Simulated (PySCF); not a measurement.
# C5H12N+, a complex of two parts: interaction energy, part 1 of 3

Wanted: the interaction energy for `C[NH+](C)C` with `C#C`.

Programs: PySCF 2.14.0. All values are calculated, for the isolated system unless a continuum is named. Atoms count from 0, parts from 1.

## (1) The system as given

18 atoms, charge 1, multiplicity 1; geometry: GFN2-xTB, rigid scan. Parts: 1 = atoms 0–13, `C[NH+](C)C`, charge 1; 2 = atoms 14–17, `C#C`, charge 0.

## (2) Interaction energy: 1.99 Å

What the job is given:

```
{"job": {"kind": "inter", "xc": "PBE", "basis": "def2-SVP", "disp": "d4"}, "charge": 1, "multiplicity": 1, "parts": [{"atoms": "0-13", "charge": 1, "multiplicity": 1}, {"atoms": "14-17", "charge": 0, "multiplicity": 1}]}
C     -0.321552     1.263738    -0.317960
N      0.155016    -0.123473    -0.442352
C     -0.799154    -1.069009     0.159374
C      1.493140    -0.277981     0.150745
H     -1.309808     1.364697    -0.762240
H      0.358623     1.941856    -0.829136
H     -0.376667     1.546540     0.732485
H      0.235859    -0.348088    -1.469202
H     -0.891155    -0.874049     1.227106
H     -0.454973    -2.091877     0.018516
H     -1.779619    -0.961169    -0.300613
H      2.189074     0.423754    -0.303735
H      1.861422    -1.289347    -0.009215
H      1.451404    -0.084139     1.221613
C      0.029561    -1.014161    -3.335828
C      1.099811    -0.487057    -3.451615
H     -0.901671    -1.504393    -3.324398
H      2.039023    -0.026712    -3.562805
```

With the program's defaults for keys left out, this is: PBE-D4/def2-SVP interaction energy, counterpoise and uncorrected, gas phase.

On the command line:

```
$ OMP_NUM_THREADS=1 python cluster_run.py task.json out
```

This one command runs all jobs of the session in turn.

Log:

```text
part 1, own basis, geometry of the cluster
coarse grid: 10520 points
cycle   1  E = -174.3923490174  dE =  3.424e-01  |g| = 4.227e-01  |ddm| = 3.395e+00
cycle   2  E = -174.3441258455  dE =  4.822e-02  |g| = 6.492e-01  |ddm| = 8.313e-01
cycle   3  E = -174.4342294431  dE = -9.010e-02  |g| = 8.091e-02  |ddm| = 4.619e-01
cycle   4  E = -174.4354809752  dE = -1.252e-03  |g| = 2.861e-02  |ddm| = 8.163e-02
cycle   5  E = -174.4356801396  dE = -1.992e-04  |g| = 4.285e-03  |ddm| = 2.874e-02
cycle   6  E = -174.4356849700  dE = -4.830e-06  |g| = 3.320e-04  |ddm| = 4.367e-03
final grid: 98336 points
cycle   7  E = -174.4647163333  dE = -3.738e-05  |g| = 1.363e-02  |ddm| = 3.420e-02
cycle   8  E = -174.4646665358  dE =  4.980e-05  |g| = 1.940e-02  |ddm| = 2.899e-02
cycle   9  E = -174.4647647652  dE = -9.823e-05  |g| = 1.401e-03  |ddm| = 1.752e-02
cycle  10  E = -174.4647651554  dE = -3.902e-07  |g| = 4.271e-04  |ddm| = 1.214e-03
cycle  11  E = -174.4647651913  dE = -3.593e-08  |g| = 3.031e-05  |ddm| = 2.966e-04
cycle  12  E = -174.4647651915  dE = -2.235e-10  |g| = 9.197e-06  |ddm| = 4.399e-05
converged SCF energy = -174.4647651915

part 2, own basis, geometry of the cluster
coarse grid: 3416 points
cycle   1  E = -77.1044539308  dE =  1.134e-01  |g| = 3.631e-01  |ddm| = 2.321e+00
cycle   2  E = -77.0953788474  dE =  9.075e-03  |g| = 4.012e-01  |ddm| = 7.984e-01
cycle   3  E = -77.1416010774  dE = -4.622e-02  |g| = 1.224e-02  |ddm| = 4.281e-01
cycle   4  E = -77.1416416578  dE = -4.058e-05  |g| = 3.000e-03  |ddm| = 1.592e-02
cycle   5  E = -77.1416369537  dE =  4.704e-06  |g| = 5.176e-03  |ddm| = 5.770e-03
cycle   6  E = -77.1416441023  dE = -7.149e-06  |g| = 1.422e-04  |ddm| = 3.789e-03
final grid: 33160 points
cycle   7  E = -77.1601462747  dE = -1.253e-05  |g| = 4.922e-03  |ddm| = 1.811e-02
cycle   8  E = -77.1601447902  dE =  1.485e-06  |g| = 5.499e-03  |ddm| = 1.137e-02
cycle   9  E = -77.1601535690  dE = -8.779e-06  |g| = 9.338e-04  |ddm| = 5.957e-03
cycle  10  E = -77.1601537461  dE = -1.771e-07  |g| = 4.583e-04  |ddm| = 9.980e-04
cycle  11  E = -77.1601538019  dE = -5.588e-08  |g| = 5.892e-06  |ddm| = 3.359e-04
cycle  12  E = -77.1601538019  dE = -8.811e-12  |g| = 8.856e-07  |ddm| = 1.157e-05
converged SCF energy = -77.1601538019

part 1, own basis, relaxed alone
coarse grid: 10520 points
cycle   1  E = -174.3950140586  dE =  3.491e-01  |g| = 4.161e-01  |ddm| = 3.398e+00
cycle   2  E = -174.3484464313  dE =  4.657e-02  |g| = 6.382e-01  |ddm| = 8.189e-01
cycle   3  E = -174.4356591582  dE = -8.721e-02  |g| = 7.884e-02  |ddm| = 4.546e-01
cycle   4  E = -174.4368319742  dE = -1.173e-03  |g| = 2.760e-02  |ddm| = 7.899e-02
cycle   5  E = -174.4370172178  dE = -1.852e-04  |g| = 4.288e-03  |ddm| = 2.795e-02
cycle   6  E = -174.4370220421  dE = -4.824e-06  |g| = 2.760e-04  |ddm| = 4.304e-03
final grid: 98336 points
cycle   7  E = -174.4651033535  dE = -3.418e-05  |g| = 1.350e-02  |ddm| = 3.559e-02
cycle   8  E = -174.4650558794  dE =  4.747e-05  |g| = 1.906e-02  |ddm| = 2.846e-02
cycle   9  E = -174.4651509417  dE = -9.506e-05  |g| = 1.151e-03  |ddm| = 1.718e-02
cycle  10  E = -174.4651512020  dE = -2.602e-07  |g| = 4.019e-04  |ddm| = 1.061e-03
cycle  11  E = -174.4651512335  dE = -3.156e-08  |g| = 3.127e-05  |ddm| = 2.729e-04
cycle  12  E = -174.4651512338  dE = -2.440e-10  |g| = 9.208e-06  |ddm| = 4.527e-05
converged SCF energy = -174.4651512338

part 2, own basis, relaxed alone
coarse grid: 3416 points
cycle   1  E = -77.1031102202  dE =  1.219e-01  |g| = 3.681e-01  |ddm| = 2.343e+00
cycle   2  E = -77.0937622171  dE =  9.348e-03  |g| = 4.071e-01  |ddm| = 8.109e-01
cycle   3  E = -77.1412535035  dE = -4.749e-02  |g| = 1.206e-02  |ddm| = 4.339e-01
cycle   4  E = -77.1412942131  dE = -4.071e-05  |g| = 1.849e-03  |ddm| = 1.575e-02
cycle   5  E = -77.1412948113  dE = -5.982e-07  |g| = 1.147e-03  |ddm| = 2.336e-03
final grid: 33160 points
cycle   6  E = -77.1597665000  dE = -9.468e-06  |g| = 6.211e-03  |ddm| = 1.902e-02
cycle   7  E = -77.1597274057  dE =  3.909e-05  |g| = 1.361e-02  |ddm| = 1.643e-02
cycle   8  E = -77.1597728992  dE = -4.549e-05  |g| = 4.253e-03  |ddm| = 1.235e-02
cycle   9  E = -77.1597778685  dE = -4.969e-06  |g| = 1.175e-04  |ddm| = 3.513e-03
cycle  10  E = -77.1597778715  dE = -2.997e-09  |g| = 5.992e-06  |ddm| = 1.034e-04
cycle  11  E = -77.1597778715  dE = -9.351e-12  |g| = 8.789e-07  |ddm| = 1.150e-05
converged SCF energy = -77.1597778715

cluster
final grid: 131496 points
cycle   1  E = -251.6362645494  dE = -1.554e-02  |g| = 1.054e-01  |ddm| = 7.086e-01
cycle   2  E = -251.6217296684  dE =  1.453e-02  |g| = 2.580e-01  |ddm| = 3.302e-01
cycle   3  E = -251.6388870755  dE = -1.716e-02  |g| = 5.406e-02  |ddm| = 2.239e-01
cycle   4  E = -251.6396611098  dE = -7.740e-04  |g| = 9.435e-03  |ddm| = 5.516e-02
cycle   5  E = -251.6396809770  dE = -1.987e-05  |g| = 2.701e-03  |ddm| = 9.226e-03
cycle   6  E = -251.6396824326  dE = -1.456e-06  |g| = 5.806e-04  |ddm| = 2.384e-03
cycle   7  E = -251.6396825208  dE = -8.823e-08  |g| = 1.276e-04  |ddm| = 6.677e-04
cycle   8  E = -251.6396825250  dE = -4.193e-09  |g| = 3.120e-05  |ddm| = 1.503e-04
cycle   9  E = -251.6396825252  dE = -2.278e-10  |g| = 7.691e-06  |ddm| = 3.208e-05
converged SCF energy = -251.6396825252

part 1 in the basis of the cluster
final grid: 131496 points
cycle   1  E = -174.4651709558  dE = -4.104e-04  |g| = 6.978e-04  |ddm| = 1.838e-01
cycle   2  E = -174.4651709603  dE = -4.414e-09  |g| = 8.214e-04  |ddm| = 1.772e-03
cycle   3  E = -174.4651710952  dE = -1.349e-07  |g| = 2.425e-04  |ddm| = 7.701e-04
cycle   4  E = -174.4651711063  dE = -1.116e-08  |g| = 5.733e-05  |ddm| = 1.982e-04
cycle   5  E = -174.4651711070  dE = -7.056e-10  |g| = 1.551e-05  |ddm| = 5.928e-05
converged SCF energy = -174.4651711070

part 2 in the basis of the cluster
final grid: 131496 points
cycle   1  E = -77.1611644129  dE = -1.011e-03  |g| = 4.097e-03  |ddm| = 1.352e-01
cycle   2  E = -77.1611654899  dE = -1.077e-06  |g| = 4.047e-03  |ddm| = 9.811e-03
cycle   3  E = -77.1611701941  dE = -4.704e-06  |g| = 7.890e-04  |ddm| = 4.673e-03
cycle   4  E = -77.1611701529  dE =  4.121e-08  |g| = 8.835e-04  |ddm| = 1.180e-03
cycle   5  E = -77.1611703605  dE = -2.076e-07  |g| = 8.935e-05  |ddm| = 6.975e-04
cycle   6  E = -77.1611703627  dE = -2.182e-09  |g| = 2.416e-06  |ddm| = 8.633e-05
cycle   7  E = -77.1611703627  dE = -2.004e-12  |g| = 2.550e-07  |ddm| = 4.401e-06
converged SCF energy = -77.1611703627

Interaction energy (kcal/mol)
  counterpoise      -10.387
  uncorrected       -11.283
  dispersion part    -2.015
  deformation         0.004
  binding           -10.383

Decomposition of the uncorrected value (kcal/mol)
  electrostatic      -9.756
  Pauli              12.386
  orbital           -11.897
  dispersion         -2.015

Charge of each part in the cluster: 0.937 0.063
```

Wall time 29 s (1 thread of Arm Neoverse V1, shared host); peak memory 0.48 GiB.

Contacts at this geometry (a selection, picked against the atoms' radii; other short pairs can be missing):

```csv
atoms,distance (Å),kind (by distance and angle),angle (°)
H7···C14,1.99,inside the van der Waals sum,–
```

The decomposition goes in steps from the parts' own densities: electrostatics between them unchanged, then the rise on making their orbitals orthogonal (called Pauli here; it holds the exchange-correlation between the parts too, so it can be small or negative at long range), then orbital relaxation, then the dispersion term. Charges of the parts share the cluster's density out in proportion to the parts' own densities.

The SCF energies in the log hold no dispersion term; the tabulated energies do.

The parts:

```csv
part,SMILES,deformation (kcal/mol),HOMO alone (eV),charge in the cluster (e)
1,C[NH+](C)C,0.24,-14.65,0.937
2,C#C,-0.24,-7.03,0.063
```

A deformation below zero shows that the part was relaxed at another level.

## (3) Interaction energy: 2.09 Å

The job, as its differences from that of step 2:

```diff
@@ -15,5 +15,5 @@
 H      1.451404    -0.084139     1.221613
-C      0.029561    -1.014161    -3.335828
-C      1.099811    -0.487057    -3.451615
-H     -0.901671    -1.504393    -3.324398
-H      2.039023    -0.026712    -3.562805
+C      0.019246    -1.047465    -3.429159
+C      1.089496    -0.520361    -3.544946
+H     -0.911986    -1.537696    -3.417729
+H      2.028708    -0.060016    -3.656136
```

Method: PBE-D4/def2-SVP interaction energy, counterpoise and uncorrected, gas phase.

Log:

```text
part 1, own basis, geometry of the cluster: E = -174.4647651915 (as before)

part 2, own basis, geometry of the cluster: E = -77.1601538019 (as before)

part 1, own basis, relaxed alone: E = -174.4651512338 (as before)

part 2, own basis, relaxed alone: E = -77.1597778715 (as before)

cluster
final grid: 131496 points
cycle   1  E = -251.6375647240  dE = -1.330e-02  |g| = 9.285e-02  |ddm| = 6.627e-01
cycle   2  E = -251.6274118888  dE =  1.015e-02  |g| = 2.179e-01  |ddm| = 2.862e-01
cycle   3  E = -251.6395189615  dE = -1.211e-02  |g| = 5.198e-02  |ddm| = 1.937e-01
cycle   4  E = -251.6402339488  dE = -7.150e-04  |g| = 9.170e-03  |ddm| = 5.091e-02
cycle   5  E = -251.6402529036  dE = -1.895e-05  |g| = 2.418e-03  |ddm| = 8.731e-03
cycle   6  E = -251.6402540643  dE = -1.161e-06  |g| = 5.295e-04  |ddm| = 2.124e-03
cycle   7  E = -251.6402541403  dE = -7.597e-08  |g| = 1.107e-04  |ddm| = 6.202e-04
cycle   8  E = -251.6402541435  dE = -3.172e-09  |g| = 2.684e-05  |ddm| = 1.315e-04
cycle   9  E = -251.6402541437  dE = -1.685e-10  |g| = 7.146e-06  |ddm| = 2.797e-05
converged SCF energy = -251.6402541437

part 1 in the basis of the cluster
final grid: 131496 points
cycle   1  E = -174.4651382436  dE = -3.771e-04  |g| = 6.750e-04  |ddm| = 1.659e-01
cycle   2  E = -174.4651382435  dE =  5.082e-11  |g| = 8.090e-04  |ddm| = 1.644e-03
cycle   3  E = -174.4651383757  dE = -1.322e-07  |g| = 2.266e-04  |ddm| = 7.493e-04
cycle   4  E = -174.4651383854  dE = -9.655e-09  |g| = 5.858e-05  |ddm| = 1.921e-04
cycle   5  E = -174.4651383861  dE = -7.494e-10  |g| = 1.472e-05  |ddm| = 5.973e-05
converged SCF energy = -174.4651383861

part 2 in the basis of the cluster
final grid: 131496 points
cycle   1  E = -77.1610756500  dE = -9.228e-04  |g| = 3.899e-03  |ddm| = 1.236e-01
cycle   2  E = -77.1610766526  dE = -1.003e-06  |g| = 3.857e-03  |ddm| = 9.192e-03
cycle   3  E = -77.1610809532  dE = -4.301e-06  |g| = 6.829e-04  |ddm| = 4.435e-03
cycle   4  E = -77.1610808947  dE =  5.848e-08  |g| = 8.298e-04  |ddm| = 1.065e-03
cycle   5  E = -77.1610810776  dE = -1.829e-07  |g| = 8.670e-05  |ddm| = 6.557e-04
cycle   6  E = -77.1610810797  dE = -2.052e-09  |g| = 2.342e-06  |ddm| = 7.984e-05
cycle   7  E = -77.1610810797  dE = -1.890e-12  |g| = 2.352e-07  |ddm| = 4.256e-06
converged SCF energy = -77.1610810797

Interaction energy (kcal/mol)
  counterpoise      -10.678
  uncorrected       -11.497
  dispersion part    -1.871
  deformation         0.004
  binding           -10.673

Decomposition of the uncorrected value (kcal/mol)
  electrostatic      -8.376
  Pauli               8.782
  orbital           -10.032
  dispersion         -1.871

Charge of each part in the cluster: 0.942 0.058
```

Run time: 17 s. Hardware: 1 thread of Arm Neoverse V1, shared host; peak memory 0.49 GiB.

Counterpoise interaction energy: -10.68 kcal/mol.

## (4) Counterpoise and decomposition: 2.19 Å

The job, as its differences from that of step 3:

```diff
@@ -15,5 +15,5 @@
 H      1.451404    -0.084139     1.221613
-C      0.019246    -1.047465    -3.429159
-C      1.089496    -0.520361    -3.544946
-H     -0.911986    -1.537696    -3.417729
-H      2.028708    -0.060016    -3.656136
+C      0.008931    -1.080768    -3.522490
+C      1.079181    -0.553664    -3.638277
+H     -0.922301    -1.571000    -3.511060
+H      2.018393    -0.093319    -3.749467
```

Method: PBE-D4/def2-SVP interaction energy, counterpoise and uncorrected, gas phase.

Log:

```text
part 1, own basis, geometry of the cluster: E = -174.4647651915 (as before)

part 2, own basis, geometry of the cluster: E = -77.1601538019 (as before)

part 1, own basis, relaxed alone: E = -174.4651512338 (as before)

part 2, own basis, relaxed alone: E = -77.1597778715 (as before)

cluster
final grid: 131496 points
cycle   1  E = -251.6381516123  dE = -1.149e-02  |g| = 8.267e-02  |ddm| = 6.219e-01
cycle   2  E = -251.6309609139  dE =  7.191e-03  |g| = 1.857e-01  |ddm| = 2.501e-01
cycle   3  E = -251.6396260382  dE = -8.665e-03  |g| = 5.009e-02  |ddm| = 1.693e-01
cycle   4  E = -251.6402895172  dE = -6.635e-04  |g| = 8.713e-03  |ddm| = 4.728e-02
cycle   5  E = -251.6403067666  dE = -1.725e-05  |g| = 2.193e-03  |ddm| = 8.187e-03
cycle   6  E = -251.6403077167  dE = -9.501e-07  |g| = 4.869e-04  |ddm| = 1.917e-03
cycle   7  E = -251.6403077824  dE = -6.569e-08  |g| = 9.652e-05  |ddm| = 5.748e-04
cycle   8  E = -251.6403077848  dE = -2.421e-09  |g| = 2.347e-05  |ddm| = 1.157e-04
cycle   9  E = -251.6403077849  dE = -1.278e-10  |g| = 6.529e-06  |ddm| = 2.468e-05
converged SCF energy = -251.6403077849

part 1 in the basis of the cluster
final grid: 131496 points
cycle   1  E = -174.4651066315  dE = -3.448e-04  |g| = 6.455e-04  |ddm| = 1.486e-01
cycle   2  E = -174.4651066273  dE =  4.206e-09  |g| = 7.901e-04  |ddm| = 1.519e-03
cycle   3  E = -174.4651067545  dE = -1.272e-07  |g| = 2.088e-04  |ddm| = 7.210e-04
cycle   4  E = -174.4651067627  dE = -8.121e-09  |g| = 5.795e-05  |ddm| = 1.830e-04
cycle   5  E = -174.4651067634  dE = -7.406e-10  |g| = 1.389e-05  |ddm| = 5.850e-05
converged SCF energy = -174.4651067634

part 2 in the basis of the cluster
final grid: 131496 points
cycle   1  E = -77.1610015897  dE = -8.494e-04  |g| = 3.715e-03  |ddm| = 1.141e-01
cycle   2  E = -77.1610025542  dE = -9.645e-07  |g| = 3.663e-03  |ddm| = 8.629e-03
cycle   3  E = -77.1610064407  dE = -3.887e-06  |g| = 6.250e-04  |ddm| = 4.206e-03
cycle   4  E = -77.1610063805  dE =  6.017e-08  |g| = 7.867e-04  |ddm| = 9.921e-04
cycle   5  E = -77.1610065448  dE = -1.642e-07  |g| = 8.478e-05  |ddm| = 6.231e-04
cycle   6  E = -77.1610065467  dE = -1.959e-09  |g| = 2.298e-06  |ddm| = 7.551e-05
cycle   7  E = -77.1610065467  dE = -1.720e-12  |g| = 2.215e-07  |ddm| = 4.164e-06
converged SCF energy = -77.1610065467

Interaction energy (kcal/mol)
  counterpoise      -10.638
  uncorrected       -11.390
  dispersion part    -1.731
  deformation         0.004
  binding           -10.634

Decomposition of the uncorrected value (kcal/mol)
  electrostatic      -7.261
  Pauli               6.166
  orbital            -8.564
  dispersion         -1.731

Charge of each part in the cluster: 0.948 0.052
```

Run time: 16 s. Hardware: 1 thread of Arm Neoverse V1, shared host; peak memory 0.49 GiB.

Counterpoise interaction energy: -10.64 kcal/mol.

(Continued in part 2 of 3.)
